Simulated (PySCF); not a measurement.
# MP2/STO-6G run of AlH3S (SMILES [AlH2][SH])

What is the vertical singlet–triplet gap of AlH3S at MP2/STO-6G? The job is set up through a Python script.

The results are computed with PySCF 2.14.0.

13 further runs of the same task are left out: 1 that didn't finish, 12 set aside as unsound or not needed.

**1. The molecule**

AlH3S: 5 atoms, total charge 0, spin state singlet. As SMILES, `[AlH2][SH]`. The coordinates come from a PBE0-D4/def2-TZVP relaxation.

Bond lengths: Al1–S2 2.181 Å, Al1–H3 1.579 Å, Al1–H4 1.581 Å, S2–H5 1.344 Å. Angles: Al1–S2–H5 93.7°, S2–Al1–H3 116.5°, S2–Al1–H4 118.9°, H3–Al1–H4 124.6°.

**2. The energy at MP2/STO-6G**

input.py

```python
from pyscf import gto, scf, mp

mol = gto.M(
    atom='''
Al      -0.616100      -0.064200      -0.181700
S        1.129100      -0.343100       1.096600
H       -1.981700      -0.650100       0.351100
H       -0.441100       0.696000      -1.556400
H        1.959700       0.287800       0.249000
''',
    basis='sto-6g',
    charge=0,
    max_memory=1860,
    verbose=3,
)

myscf = scf.RHF(mol)
myscf.conv_tol = 1e-10
myscf.kernel()
if not myscf.converged:
    myscf = myscf.newton().run(myscf.mo_coeff, myscf.mo_occ)

pt = mp.MP2(myscf, frozen=10).run()
e_tot = pt.e_tot
print(f'total energy: {e_tot:.8f} hartree')
```

Launch:

```console
$ OMP_NUM_THREADS=1 python input.py
```

Output:

```text
converged SCF energy = -638.910380433462
E(RMP2) = -638.965097260141  E_corr = -0.0547168266790247
E(SCS-RMP2) = -638.972882671947  E_corr = -0.0625022384845017
total energy: -638.96509726 hartree
```

Wall time 2.4 s (1 thread of AMD EPYC 7R43 (Zen 3), shared host); peak memory 0.096 GiB.

**3. The triplet, same level**

job.py

```python
from pyscf import gto, scf, mp

system = gto.M(
    atom='''
Al  -0.616100  -0.064200  -0.181700
S    1.129100  -0.343100   1.096600
H   -1.981700  -0.650100   0.351100
H   -0.441100   0.696000  -1.556400
H    1.959700   0.287800   0.249000
''',
    spin=2,
    basis='sto-6g',
    max_memory=1860,
    verbose=3,
)

mf = scf.UHF(system)
mf.conv_tol = 1e-10
mf.kernel()
if not mf.converged:
    mf = mf.newton().run(mf.mo_coeff, mf.mo_occ)

pt = mp.MP2(mf, frozen=10).run()
e_final = pt.e_tot
print('E(%s) = %.9f' % ('MP2', e_final))
```

Launch:

```console
$ OMP_NUM_THREADS=1 python job.py
```

Output:

```text
WARN: HOMO 0.205478410565235 >= LUMO -0.307840798735559

WARN: HOMO 0.0533167795040158 >= LUMO 0.0535006494650323

converged SCF energy = -638.666760038633  <S^2> = 2.0341503  2S+1 = 3.0226811
E(UMP2) = -638.71026699883  E_corr = -0.0435069601965191
E(SCS-UMP2) = -638.71789557626  E_corr = -0.0511355376269519
E(MP2) = -638.710266999
```

Run time: 2 s. Hardware: 1 thread of AMD EPYC 7R43 (Zen 3), shared host; peak memory 0.11 GiB.

**4. Outcome**

At MP2/STO-6G, 10 core orbitals frozen:

```
                                                           quantity          value
                                              singlet: total energy  -638.96510 Eh
                      singlet: dipole moment (Hartree–Fock density)         1.50 D
                       singlet: HOMO energy (Hartree–Fock orbitals)       -6.72 eV
                       singlet: LUMO energy (Hartree–Fock orbitals)        8.61 eV
                     singlet: HOMO–LUMO gap (Hartree–Fock orbitals)       15.33 eV
              singlet: correlation energy (10 core orbitals frozen)      -54.7 mEh
                                              triplet: total energy  -638.71027 Eh
                      triplet: dipole moment (Hartree–Fock density)         5.76 D
triplet: HOMO energy (Hartree–Fock orbitals) (highest over α and β)        0.44 eV
 triplet: LUMO energy (Hartree–Fock orbitals) (lowest over α and β)        2.20 eV
              triplet: correlation energy (10 core orbitals frozen)      -43.5 mEh
                         triplet: ⟨S²⟩ of the reference determinant          2.034
                   vertical energy of the triplet above the singlet       6.934 eV
```

**Reading.** At this shape the triplet lies 6.93 eV (669 kJ/mol) above the singlet. In a minimal basis such a difference can be off by several eV, whatever the method. Mulliken charges (singlet) of the mean-field density run from -0.28 on H3 to +0.82 on Al1; they depend strongly on the basis. Mulliken charges (triplet) of the mean-field density run from -0.30 on H3 to +0.32 on Al1; they depend strongly on the basis.
